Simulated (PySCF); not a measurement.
## Löwdin shares of the frontier orbitals

Compound: O3.
Cartesian coordinates in Å at the GFN2-xTB level; atoms count from 1:
```xyz
3
O3 angstrom
O     -1.0619   -0.2390   -0.0026
O     -0.0089    0.4087   -0.0110
O      1.0823   -0.1722    0.0010
```

Method: TDDFT CAM-B3LYP/def2-SVPD, vertical, gas phase, core orbitals frozen in the response (PySCF 2.14.0, density-fitted response routines).

Kohn–Sham orbitals with the atoms that hold most of them (Löwdin shares over 4%, at most four atoms; ? is withheld):

```csv
orbital,ε (eV),atoms
LUMO+2,2.39,"O1 36%, O3 36%, O2 27%"
LUMO+1,2.38,"O2 49%, O3 26%, O1 26%"
LUMO,-3.93,?
HOMO,-11.42,?
HOMO-1,-11.96,"O1 47%, O3 47%, O2 6%"
HOMO-2,-12.10,"O3 44%, O1 44%, O2 11%"
HOMO-3,-18.52,"O3 36%, O1 36%, O2 27%"
```

(1) Which atoms hold the LUMO, and with what shares?

(2) Which atoms hold the HOMO, and with what shares?

Results:

(1) O2 (bonded to 2 O) 36%; O1 (bonded to O) 32%; O3 (bonded to O) 32%.

(2) O3 (bonded to O) 37%; O1 (bonded to O) 37%; O2 (bonded to 2 O) 26%.

Within 0.005 eV of a neighbour in this list lie LUMO+1/LUMO+2 (point group found: C2v); within a degenerate set the shares of single atoms can hang on how the components are chosen.

**Question.** The HOMO–LUMO gap is 7.49 eV. Where does the response calculation put the lowest singlet, and from which orbitals?

**Answer.** S1 is at 2.09 eV (f = 0.0000), 5.40 eV below the gap, made of HOMO→LUMO (100%). Without the coupling terms of the response equations the lowest excitation would equal the gap.

**Question.** One configuration dominates each of S1, S2 and S3. Which, and how do the shares of the two leading atoms of either orbital change from the occupied to the empty one?

**Answer.** 
- S1 (2.09 eV, f 0.0000), HOMO→LUMO (100%): O3 37% → 32%, O1 37% → 32%, O2 26% → 36%
- S2 (2.60 eV, f 0.0000), HOMO-1→LUMO (100%): O1 47% → 32%, O3 47% → 32%, O2 6% → 36%
- S3 (5.55 eV, f 0.144), HOMO-2→LUMO (93%): O3 44% → 32%, O1 44% → 32%, O2 11% → 36%

Time: 1.9 s wall. Hardware: an Arm Neoverse V2 with one thread, on a shared host.
